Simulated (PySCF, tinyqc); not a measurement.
Harmonic frequencies on the RHF/sto-3g surface (energies and gradients from PySCF), for CH2, spin multiplicity 1, step by step. The lowest restricted solution is unstable here: a spin-polarised one lies 0.0253 hartree lower (PySCF). Computed by tinyqc, a small Python program that keeps every step (integrals from PySCF). Settings: charge = 0, multiplicity = 1, basis = sto-3g, delta = 0.01. Command: `OMP_NUM_THREADS=1 python tinyqc.py 20397 20398 out.jsonl` (the two numbers bound the seeds that draw the settings). One thread of a shared host (Intel(R) Xeon(R) Processor @ 2.60GHz), about 2 s of CPU time with the checks.

## One row of the Hessian: 2Hy

optimised positions (bohr):
```
            x          y          z
1C  -0.098891  -0.026111  -0.287677
2H   0.026207   1.633561   1.027272
3H   0.044338  -1.626347   1.097219
```

gradient at +delta (hartree/bohr):
```
              x            y            z
1C  -0.00012484  -0.00261289  -0.00134476
2H   0.00015932   0.00292676   0.00170212
3H  -0.00003448  -0.00031387  -0.00035736
```

gradient at -delta (hartree/bohr):
```
              x            y            z
1C   0.00013124   0.00264137   0.00141100
2H  -0.00016448  -0.00296761  -0.00175647
3H   0.00003324   0.00032625   0.00034547
```

Displace 2Hy by +/-0.01 bohr; H(k, :) = (g(+) - g(-)) / (2 delta).

row of the Hessian (hartree/bohr^2): 1Cx -0.01280411, 1Cy -0.26271265, 1Cz -0.13778777, 2Hx 0.01618968, 2Hy 0.29471872, 2Hz 0.17292960, 3Hx -0.00338557, 3Hy -0.03200607, 3Hz -0.03514183

## Hessian by finite differences

All rows are made in the same way, and the matrix is symmetrised.

Hessian (symmetrised) (hartree/bohr^2):
```
             1Cx          1Cy          1Cz          2Hx          2Hy          2Hz          3Hx          3Hy
1Cx   0.00405866  -0.00194127   0.04071379  -0.00183641  -0.01280265  -0.01888630  -0.00222129   0.01474392
1Cy  -0.00194127   0.51002092  -0.00194240  -0.01999475  -0.26271243  -0.21009264   0.02193601  -0.24730895
1Cz   0.04071379  -0.00194240   0.40925976  -0.01913431  -0.13778242  -0.19711932  -0.02157983   0.13972485
2Hx  -0.00183641  -0.01999475  -0.01913431   0.00169171   0.01618816   0.01753941   0.00014423   0.00380658
2Hy  -0.01280265  -0.26271243  -0.13778242   0.01618816   0.29471872   0.17292383  -0.00338557  -0.03200608
2Hz  -0.01888630  -0.21009264  -0.19711932   0.01753941   0.17292383   0.18229813   0.00134707   0.03716872
3Hx  -0.00222129   0.02193601  -0.02157983   0.00014423  -0.00338557   0.00134707   0.00207659  -0.01855043
3Hy   0.01474392  -0.24730895   0.13972485   0.00380658  -0.03200608   0.03716872  -0.01855043   0.27931527
3Hz  -0.02182752   0.21203497  -0.21214270   0.00159492  -0.03514178   0.01482231   0.02023278  -0.17689313

             3Hz
1Cx  -0.02182752
1Cy   0.21203497
1Cz  -0.21214270
2Hx   0.00159492
2Hy  -0.03514178
2Hz   0.01482231
3Hx   0.02023278
3Hy  -0.17689313
3Hz   0.19732154
```

## Normal modes

masses (u): 1C 12.000000, 2H 1.007825, 3H 1.007825

Diagonalise H_ij / sqrt(m_i m_j); the 6 smallest eigenvalues belong to translations and rotations; wavenumber = sqrt(eigenvalue / 1822.888) x 219474.63; each mode has its largest component positive (the first on a tie); zero-point energy = sum of wavenumbers / 2, with 349.755 1/cm per kcal/mol.

eigenvalues of the mass-weighted Hessian (hartree/(bohr^2 u)): -0.000016  0.000000  0.000000  0.000000  0.000000  0.000003  0.123450  0.432636  0.470860

harmonic wavenumbers of the vibrations (1/cm): 1806.1  3381.2  3527.4

mass-weighted modes:
```
        mode 1     mode 2     mode 3
1Cx  -0.029641  -0.022968   0.001674
1Cy  -0.006563  -0.005124  -0.300384
1Cz  -0.298204  -0.231107   0.006475
2Hx   0.053551   0.036525   0.039771
2Hy  -0.421721   0.567615   0.527637
2Hz   0.523801   0.386795   0.418050
3Hx   0.048732   0.042730  -0.045546
3Hy   0.444367  -0.549934   0.508877
3Hz   0.505205   0.410671  -0.440393
```

zero-point energy = 12.458225 kcal/mol
